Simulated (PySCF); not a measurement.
Isomers of C5H9F, one GFN2-xTB conformer each. Single-point energies are computed at PBE0/pcSseg-1 (PySCF, gas phase, no added dispersion term), electronic only.

Question: Rank them by PBE0/pcSseg-1 energy, lowest first (kJ/mol).
A. `CC(C)=C(C)F`
B. `[CH2:1]=[CH:2][CH2:3][C@H:4]([CH3:5])[F:6]` with C1–C2–C3–C4 -122°, C2–C3–C4–C5 57°
C. `[CH3:1][CH2:2][C@@H:3]1[CH2:4][C@H:5]1[F:6]` with C1–C2–C3–C4 -83°
D. `[CH2:1]=[CH:2][C@H:3]([CH3:4])[CH2:5][F:6]` with C1–C2–C3–C4 -117°, C2–C3–C5–F6 61°
E. `[F:1][CH:2]1[CH2:3][CH2:4][CH2:5][CH2:6]1` with F1–C2–C3–C4 124°, C2–C3–C4–C5 -29°, C3–C4–C5–C6 41°, C4–C5–C6–C2 -37°
F. `[CH3:1]/[CH:2]=[CH:3]\[C@H:4]([CH3:5])[F:6]` with C2–C3–C4–C5 -85°
G. `[CH2:1]=[CH:2][CH2:3][CH2:4][CH2:5][F:6]` with C1–C2–C3–C4 122°, C2–C3–C4–C5 178°, C3–C4–C5–F6 -66°

Answer: E (0.0), A (48.9), F (72.4), B (73.4), D (88.0), G (90.3), C (98.0).

As drawn, the highest has a three-membered ring, which the lowest lacks. Neighbours under 10 kJ/mol apart (C/C=C\[C@H](C)F and C=CC[C@H](C)F; C=C[C@H](C)CF and C=CCCCF; C=CCCCF and CC[C@@H]1C[C@H]1F) can change places with a better method, another conformer or zero-point energy. GFN2-xTB itself gives, in the same order: 0.0, 84.3, 111.5, 120.0, 127.0, 129.4, 100.0. Both levels put the same isomer lowest; measured from each level's own lowest isomer, the values differ by up to 46.6 kJ/mol (C=CC[C@H](C)F: 120.0 against 73.4).

Question: Which frontier levels, dipoles and rotational constants go with these structures?

Answer: 
```csv
SMILES,"HOMO (eV, PBE0/pcSseg-1)",LUMO (eV),dipole (D),"A, B, C (MHz)"
FC1CCCC1,-8.87,1.28,1.86,"5830, 3253, 2512"
CC(C)=C(C)F,-6.56,0.90,1.72,"4642, 3114, 1931"
C/C=C\[C@H](C)F,-7.34,0.33,2.24,"6268, 2106, 1825"
C=CC[C@H](C)F,-7.59,0.29,1.72,"5888, 2273, 2012"
C=C[C@H](C)CF,-7.59,0.34,1.65,"5056, 2485, 2000"
C=CCCCF,-7.49,0.44,1.61,"12021, 1402, 1360"
CC[C@@H]1C[C@H]1F,-7.84,1.60,1.85,"9611, 1832, 1708"
```
